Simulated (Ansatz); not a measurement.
Mg3H6. Charge 0, multiplicity 1. Geometry relaxed at r2SCAN-D4/def2-TZVP.

```
atom   x (Å)   y (Å)   z (Å)
 Mg1   1.185   0.427   0.984
 Mg2  -1.411   0.125   0.847
 Mg3   0.682  -0.387  -1.452
  H4   2.278   0.110  -0.371
  H5  -3.105  -0.024   0.908
  H6  -0.068   0.684   2.206
  H7   0.511  -0.908  -3.063
  H8  -0.145   1.086  -0.374
  H9   0.073  -1.112   0.314
```

The structure comes from a short search, and lower isomers may exist.

Task: Estimate the harmonic wavenumbers at RKS r2SCAN-D4/def2-TZVP (Ansatz, unscaled). Is this a minimum?

Result: 181, 206, 292, 298, 311, 348, 372, 417, 425, 782, 826, 927, 963, 981, 1021, 1125, 1234, 1427, 1452, 1617, 1623 cm⁻¹. Yes, no mode is imaginary beyond noise. Zero-point energy 100.6 kJ/mol. It took 56 s on 4 threads of Arm Neoverse V2 on a shared host.
